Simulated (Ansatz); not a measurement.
Basis-set extrapolation for AlH6NSi (`[NH2][AlH][SiH3]`) (PBE0-D4/def2-TZVP geometry, frozen core, Ansatz 0.2.0). Multiplicity 1, RHF reference.

|  | def2-TZVPP | def2-QZVPP |
| --- | --- | --- |
| HF | -588.863817 | -588.882999 |
| MP2 correlation | -0.427733 | -0.458534 |
| CCSD(T) correlation | -0.489275 | not run |

Energies in hartree. Use E(X) = E(∞) + A·exp(−7.88·√X) for Hartree–Fock and E(X) = E(∞) + B·X^(−2.97) for correlation, with X = 3 and 4, and add CCSD(T) minus MP2 of the smaller set to the MP2 limit.

Q: What is the CCSD(T) energy at the basis-set limit?

A: HF limit: -588.882999 + (-0.019182) × 0.13774 = -588.88564. MP2 limit: -0.458534 + (-0.030801) × 0.74074 = -0.48135. Higher-order term: -0.489275 − (-0.427733) = -0.06154. Total: -589.42853 hartree, 47.3 kcal/mol below CCSD(T)/def2-TZVPP.
